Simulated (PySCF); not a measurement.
Input of a run (PBE0-D3(BJ)/def2-SVP geometry optimisation, gas phase (PySCF 2.14.0)), started from MMFF94s:
```
{"job": {"xc": "PBE0", "basis": "def2-SVP", "d3": "d3bj", "grid": 1, "kind": "geom"}, "charge": 0, "multiplicity": 1}
C      2.121154     0.187721    -0.093286
C      0.721436     0.667416    -0.311542
C     -0.430207     0.059079     0.037376
C     -1.757761     0.695817    -0.282403
C     -0.545013    -1.257435     0.757889
F     -1.370514    -1.136046     1.835352
H      2.180226    -0.818832     0.324530
H      2.656684     0.178603    -1.048122
H      2.644656     0.870354     0.583131
H      0.663984     1.629874    -0.820461
H     -2.307690     0.915668     0.638431
H     -1.646370     1.635438    -0.833869
H     -2.362724     0.021556    -0.897575
H     -0.976004    -2.014067     0.094813
H      0.408142    -1.635147     1.130840
```

Output (energies in Eh, forces in Eh/bohr):
```
step   0  E = -295.22250628  max force = 0.013430
step   1  E = -295.22341293  max force = 0.003542
step   2  E = -295.22351717  max force = 0.003298
step   3  E = -295.22363848  max force = 0.002755
step   4  E = -295.22381278  max force = 0.002282
step   5  E = -295.22390212  max force = 0.001235
step   6  E = -295.22405655  max force = 0.001452
step   7  E = -295.22419273  max force = 0.001021
step   8  E = -295.22421812  max force = 0.000232
step   9  E = -295.22424720  max force = 0.000667
step  10  E = -295.22426557  max force = 0.000993
step  11  E = -295.22427912  max force = 0.000753
step  12  E = -295.22428402  max force = 0.000237
optimisation converged
```

Task: Summarise the run.

Result: The energy falls by 4.7 kJ/mol over 13 energy and gradient evaluations, the largest force component goes from 0.0134 to 2.4e-04 Eh/bohr, and the atoms move by 0.121 Å rms after alignment. The bond that changes most is C5–F6 (sp3 C–F carbon to alkyl fluorine), which lengthens by 0.016 Å. Bonds longer at the end by more than 0.005 Å: 9 of 14; shorter: 3. Among the angles that change most is C2–C3–C5, from 125.7° to 123.5°. Among the dihedrals that turn most is H7–C1–C2–C3, from 6° to -8°. The energy never rose by more than 1e-6 Eh on the way. The first step brought 51 % of the lowering.

Task: What are the final bond lengths?

Result: C1–C2 1.493 Å, C2=C3 1.342 Å, C3–C4 1.499 Å, C3–C5 1.498 Å, C5–F6 1.379 Å, C1–H7 1.098 Å, C1–H8 1.104 Å, C1–H9 1.102 Å, C2–H10 1.098 Å, C4–H11 1.101 Å, C4–H12 1.099 Å, C4–H13 1.104 Å, C5–H14 1.107 Å, C5–H15 1.100 Å. Numbering counts from 1 in the input's order; the species is `C/C=C(/C)CF`.

The run used 129 basis functions and 83 SCF cycles in all. The force-field search had found conformers at 0.0, 0.8 kcal/mol (up to eight listed); the lowest was the start. On an Arm Neoverse V2 with one thread (shared host), this took 63 s and 0.50 GiB of memory at its peak.

Stationary, but not proved a minimum. One conformer, not necessarily the lowest.
